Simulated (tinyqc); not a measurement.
Orbital energy against energy difference: ionisation energy by orbital energies and by energy differences in the 6-31g basis, for LiH, spin multiplicity 1. Computed by the program tinyqc with PySCF. The cation is unrestricted; errors are against CCSD(T) in this basis, not against experiment.

Geometry (angstrom):
```
atom,x,y,z
Li,0.0000,0.0000,0.0000
H,0.0000,0.0000,1.5570
```

CCSD(T) difference in the same basis = 7.6360 eV

IP-EOM-CCSD = 7.6360 eV

First vertical ionisation energy (eV):
```
method,-e(HOMO),E(cation) - E,error of -e(HOMO),error of the difference
HF,8.240,7.12981,0.604,-0.506
LDA,4.464,8.33372,-3.172,0.698
PBE,4.460,8.17460,-3.176,0.539
B3LYP,5.397,8.41283,-2.239,0.777
PBE0,5.534,8.13160,-2.102,0.496
CAM-B3LYP,6.938,8.39297,-0.698,0.757
LC-wPBE,8.253,8.20706,0.617,0.571
```

What does the comparison show, and why?

Koopmans errs by +0.60 eV and Delta-HF by -0.51 eV: relaxation, 1.11 eV, lowers the value and the missing correlation difference works against it. The PBE level is off by -3.2 eV through the wrong tail of its potential, though its energy difference is off by +0.54 eV; exact exchange deepens the level, and among the orbital energies HF comes closest; among the differences PBE0 does.
